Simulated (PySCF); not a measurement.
Cartesian coordinates (Å):
```xyz
2

S      0.6831     0.0000     0.0000
H     -0.6831     0.0000     0.0000
```
Charge 0, spin multiplicity 2.

Q: Give the dipole moment, highest occupied spin orbital and total energy at the level PBE-D3(BJ)/def2-TZVP // PBE-D3(BJ)/def2-SVP run with PySCF.

A: 
* **dipole moment**: 0.87 D
* **highest occupied spin orbital**: -6.12 eV
* **total energy**: -398.5778 Ha
